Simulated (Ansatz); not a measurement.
# How far each method lies from UCCSDT(Q) for Se$_{2}$⁻, doublet

Geometry: a PBE0/def2-TZVPD stationary point for this spin.

```yaml
atoms:
  - { symbol: Se, position_ang: [0.0000, 0.0000, 0.0000] }
  - { symbol: Se, position_ang: [0.0000, 0.0000, 2.2736] }
```

Basis aug-cc-pVDZ; Ansatz 0.2.0. Only valence electrons are correlated (noble-gas cores and the filled d shells of p-block atoms frozen), which leaves 13 electrons in 44 orbitals. Prefix R: restricted or restricted open-shell reference; prefix U: unrestricted. Active spaces: valence = (13e, 8o) chosen from the atoms' valence shells. No spin–orbit coupling is included, and no scalar relativity.

Full CI isn't at hand for all of this; UCCSDT(Q) serves as the reference, and is uncertain by about the last step of the cluster series. The frozen core follows each run's orbitals, which can shift R against U totals by a few meV for light atoms and by up to 0.1 eV past Ca.

```
UHF ⟨S²⟩                          : 0.777
T1 diagnostic (RCCSD)             : 0.0162
largest doubles amplitude (RCCSD) : 0.062
T1 diagnostic (UCCSD)             : 0.0161
```

```tsv
level	E − E(UCCSDT(Q)) (kJ/mol)	share of correlation (%)	wall time
UHF	701.7	2.17	–
UMP2	87.5	87.81	–
UCCSD	32.6	95.45	–
UCCSD(T)	4.8	99.33	13 s
UCCSDT	2.8	99.62	–
```

The correlation energy at UCCSDT(Q), counted from RHF, is -7.435 eV. That run took 55 s on 1 thread of INTEL XEON PLATINUM 8581C, shared host.

Run but not shown, since their state or frozen core can't be matched to the reference's or they repeat it: RHF, RMP2, CISD, RCCSD, RCCSD(T), BCCD(T), RCCSDT, RCCSDT(Q), CASSCF (valence space), NEVPT2 (valence space), MRCISD (valence space), MRCISD+Q (valence space).

Times hold each run's SCF and search for its determinant on a shared host, so for small cases they say little of a method's own cost; they ran on 1 thread of INTEL XEON PLATINUM 8581C.

Natural occupations of CASSCF (valence space) about the gap: 1.999 1.997 1.972 1.952 1.027 0.054; effectively unpaired electrons, Σ n²(2−n)², 1.02.
